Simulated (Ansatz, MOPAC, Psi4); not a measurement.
Gas-phase reaction in SMILES: C=CF [fluoroethene] → C=[C-]F + H+

Quantity: gas-phase deprotonation energy (enthalpy at 298 K), in kcal/mol. Terms: non-relativistic; valence correlation only; 6-311+G** with 5d; no dispersion term unless named; no spin-orbit coupling; LANL2DZ all-electron up to Ne; 6-31G* and kin with 6d, 5d where marked. Basis-set limits of correlation are two-point, X^-3; Hartree-Fock from the larger set. The bracket is a focal-point correction in the basis named. First-principles rows: single points at B3LYP-D3(BJ) geometries (Ansatz, a program for electronic structure), with unscaled harmonic terms from B3LYP/6-31G* at its own minima. Semi-empirical rows: MOPAC heats of formation at their own minima for 298 K, the proton's as measured. Anions need diffuse functions, which STO-3G, LANL2DZ, def2-SVP, cc-pVDZ and Pople sets without + lack.

Coupled cluster (Ansatz) is a level with limits of its own, used here on species with T1 under 0.025 (0.045 for open shells) and stable references: RI-MP2/CBS(aug-cc-pVTZ,aug-cc-pVQZ)+[CCSD(T)-MP2]/aug-cc-pVTZ.

Value to compare with, RI-MP2/CBS(aug-cc-pVTZ,aug-cc-pVQZ)+[CCSD(T)-MP2]/aug-cc-pVTZ (Ansatz): 390.6 kcal/mol.

```
level                        program  gas-phase deprotonation energy (enthalpy at 298 K) (kcal/mol)  difference
--------------------  --------------  -------------------------------------------------------------  ----------
AM1                            MOPAC                                                          392.5         1.9
HF/LANL2DZ                    Ansatz                                                          392.7         2.1
SVWN5/6-31G*                  Ansatz                                                          406.9        16.3
PBE/6-311+G**                 Ansatz                                                          386.2        -4.4
B3LYP/6-31G                   Ansatz                                                          406.7        16.1
B3LYP/6-31G*                  Ansatz                                                          411.1        20.5
B3LYP/6-311+G**               Ansatz                                                          388.3        -2.3
PBE0/6-31G*                   Ansatz                                                          411.0        20.4
wB97X-D/6-311+G**               Psi4                                                          391.1         0.5
MP2/STO-3G                    Ansatz                                                          511.5       120.9
r2SCAN-D4/def2-TZVPD  Ansatz + dftd4                                                          391.5         0.9
PBE0/def2-TZVPD               Ansatz                                                          392.9         2.3
wB97X-V/def2-TZVPD            Ansatz                                                          391.7         1.1
```

Among the 10 habitual levels, MP2/STO-3G lies farthest from RI-MP2/CBS(aug-cc-pVTZ,aug-cc-pVQZ)+[CCSD(T)-MP2]/aug-cc-pVTZ (Ansatz) (120.9 kcal/mol) and wB97X-D/6-311+G** nearest (0.5); 8 of 10 lie above it, and their mean absolute difference is 20.5 kcal/mol, the median 10.2. One case shows no general order.

The levels are drawn from those run, B3LYP/6-31G* more often than the rest, none by its result; runs whose electronic state is in doubt are left out.
